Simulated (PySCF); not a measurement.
C5H6N (doublet state).
Numbering: `[H]/[C:1]=[N:2]/[CH:3]=[C:4]1[CH2:5][CH2:6]1` (hydrogens: H7 on C1; H8 on C3; H9, H10 on C5; H11, H12 on C6)

Geometry (GFN2-xTB, Å), atoms numbered from 1 in this order:
```
atom  x, y, z in Å
C1     2.622   -0.970    0.976
N2     1.967   -0.302    0.197
C3     0.975   -0.213   -0.685
C4    -0.292    0.065   -0.356
C5    -1.291    0.287    0.686
C6    -1.654    0.366   -0.786
H7     3.419   -0.540    1.568
H8     1.284   -0.253   -1.724
H9    -1.259    1.206    1.259
H10   -1.646   -0.558    1.262
H11   -1.867    1.338   -1.212
H12   -2.257   -0.426   -1.211
```

The hyperfine couplings belong to this conformer and change with its torsions.

Level of theory: UKS B3LYP, pcH-1 on C H N, non-relativistic, mean-field spin-orbit, GIAO in PySCF 2.14.0. One conformer (not necessarily the lowest) at the GFN2-xTB geometry, without solvent, vibrations or thermal averaging. Couplings are sensitive to structure, and on GFN2-xTB geometries they can be far from those on DFT ones. The frame is twisted about the N2–C3 bond at this geometry (dihedral C1–N2–C3–C4 = 88°); couplings at other torsion angles weren't computed. No stability test was run, so a lower SCF solution isn't excluded.

Computed for the main isotopes (class means, splittings of 0.05 mT or more): g = 2.0014; H7 1H +212.1 MHz (7.57 mT); H11/H12 1H +29.6 MHz (1.06 mT); H9/H10 1H +28.4 MHz (1.01 mT); N2 14N +6.2 MHz (0.22 mT); H8 1H +3.4 MHz (0.12 mT); 108 first-order lines, 12.28 mT wide.

Problem. What changes when 14N at N2 is replaced by 15N?

Solution. Only the nuclear moment changes in this model. The ratio of g factors is -0.56638/0.40376 = -1.4028, so a goes from +6.2 to -8.7 MHz (0.311 mT). The spin goes from 1 to 1/2, so the 1:1:1 triplet becomes a 1:1 doublet. The spectrum then has 72 first-order lines over 12.15 mT.

Problem. What changes when 1H at H9/H10 is replaced by 2H at both sites?

Solution. Only the nuclear moment changes in this model. The ratio of g factors is 0.85744/5.58569 = 0.1535, so a goes from +28.4 to +4.4 MHz (0.156 mT). The spin goes from 1/2 to 1, so the 1:2:1 triplet becomes a 1:2:3:2:1 quintet. The spectrum then has 180 first-order lines over 10.87 mT.

Problem. Where do the 13C satellites of C1 appear, and how strong are they?

Solution. a = +214.6 MHz, or 7.66 mT in magnitude, and I = 1/2, so to first order each main line has two satellites, at ±3.83 mT. The isotope's abundance is about 1.07 %, shared among 2 lines, so each has 0.54 % of the main line's intensity. At 340 mT second-order shifts move them to lower field by up to 0.04 mT.

Problem. Give position and intensity of the satellites from 13C at C4.

Solution. a = +30.8 MHz, or 1.10 mT in magnitude, and I = 1/2, so to first order each main line has two satellites, at ±0.55 mT. The isotope's abundance is about 1.07 %, shared among 2 lines, so each has 0.54 % of the main line's intensity.

Problem. Where do the 13C satellites of C6 appear, and how strong are they?

Solution. a = -9.8 MHz, or 0.35 mT in magnitude, and I = 1/2, so to first order each main line has two satellites, at ±0.18 mT. The isotope's abundance is about 1.07 %, shared among 2 lines, so each has 0.54 % of the main line's intensity.

Means are taken over nuclei equivalent by connectivity, which assumes that they swap fast. The 1H value of +28.4 MHz is a mean of couplings from 25.7 to 31.2 MHz in this one geometry, not an average over conformers.

On one thread, Arm Neoverse V1 (aarch64), shared host with 32 logical CPUs at a one-minute load of 21, this took 36 s of wall time (with the writing of density and orbital grids) and 0.74 GiB of memory at its peak.
